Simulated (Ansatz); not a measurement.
# C₂H₅FS₂: small, medium and large basis sets

The task here is to estimate one member of a computed series from the others.

Method: one geometry, several basis sets; program: Ansatz 0.2.0, Gaussian basis.

Plan: PBE0-D4/def2-SVP; ωB97M-V/def2-SVP; PBE0-D4/def2-QZVPP; ωB97M-V/def2-QZVPP; the functionals' def2-TZVPP values are taken from earlier runs.

## The relaxed structure

All runs share one geometry, relaxed beforehand with PBE0-D4 in a triple-zeta def2 set.

SMILES `FCSCS`, 10 atoms, charge 0, spin multiplicity 1.

Atoms are counted from 1 here; the program's logs count them from 0.

Bond lengths: F1–C2 1.379 Å, C2–S3 1.778 Å, C2–H6 1.093 Å, C2–H7 1.092 Å, S3–C4 1.805 Å, C4–S5 1.805 Å, C4–H8 1.090 Å, C4–H9 1.091 Å, S5–H10 1.343 Å. Angles: F1–C2–S3 112.7°, F1–C2–H6 108.0°, F1–C2–H7 108.8°, S3–C2–H6 109.6°, S3–C2–H7 106.8°, H6–C2–H7 110.8°, C2–S3–C4 99.9°, S3–C4–S5 116.8°, S3–C4–H8 105.8°, S3–C4–H9 109.7°, S5–C4–H8 110.7°, S5–C4–H9 105.7°, H8–C4–H9 107.9°, C4–S5–H10 96.4°.

The first run:

in.yaml

```yaml
crystal:
  periodic: [false, false, false]
  atoms:
    - {symbol: F, position_ang: [-1.677025, -0.347129, 1.543428]}
    - {symbol: C, position_ang: [-0.669383, 0.561495, 1.295553]}
    - {symbol: S, position_ang: [0.882912, -0.219816, 0.918702]}
    - {symbol: C, position_ang: [0.520984, -0.846392, -0.734658]}
    - {symbol: S, position_ang: [0.149973, 0.380756, -2.005955]}
    - {symbol: H, position_ang: [-0.978353, 1.188351, 0.455401]}
    - {symbol: H, position_ang: [-0.510763, 1.164687, 2.191690]}
    - {symbol: H, position_ang: [1.383457, -1.448134, -1.019661]}
    - {symbol: H, position_ang: [-0.348165, -1.503966, -0.695719]}
    - {symbol: H, position_ang: [1.329563, 1.019049, -1.945881]}
basis:
  gaussian: {orbitals: def2-SVP}
hamiltonian: {xc: pbe0, dispersion: d4}
output: {orbitals: {seedname: orbitals}}
```

Among the steps run: PBE0-D4 in def2-SVP; ωB97M-V in def2-SVP; PBE0-D4 in def2-QZVPP; ωB97M-V in def2-QZVPP.

One of the session's tables, all rows but one given; the rest of the session is left out.

It belongs to the step «Density functionals: the series». 

| functional | basis | HOMO (eV) | LUMO (eV) |
| --- | --- | --- | --- |
| PBE0-D4 | def2-SVP | -6.91 | 0.46 |
| PBE0-D4 | def2-TZVPP | -7.01 | -0.11 |
| PBE0-D4 | def2-QZVPP | -7.05 | -0.29 |
| ωB97M-V | def2-SVP | ? | ? |
| ωB97M-V | def2-TZVPP | -9.20 | 1.81 |
| ωB97M-V | def2-QZVPP | -9.24 | 1.42 |

Estimate the missing values for ωB97M-V, def2-SVP.

As computed: HOMO (eV): -9.07; LUMO (eV): 2.53. In the column «HOMO (eV)» it lies between ωB97M-V, def2-TZVPP (-9.20) and PBE0-D4, def2-QZVPP (-7.05).
